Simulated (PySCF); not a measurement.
CH₂, SMILES [CH2] (connectivity only; charge and spin as stated), neutral, multiplicity 1. Geometry: B3LYP-D3(BJ)/def2-TZVPD. The isomer is the one that the SMILES or the coordinates give; other isomers of the formula were not compared.

PySCF with TDA-PBE/def2-TZVPD puts the lowest singlet excitations at 1.71, 5.32, 5.97, 7.99, 9.12, 9.53 eV.

What are the lowest excitation roots from PySCF with ADC(2)/aug-cc-pVDZ? (Estimate from the structure and the level; the computed values follow.)

1.62, 5.74, 6.49, 7.72, 8.44, 8.75 eV. S1 differs by -0.09 eV (second minus first; roots are paired by order, and the bases may differ).
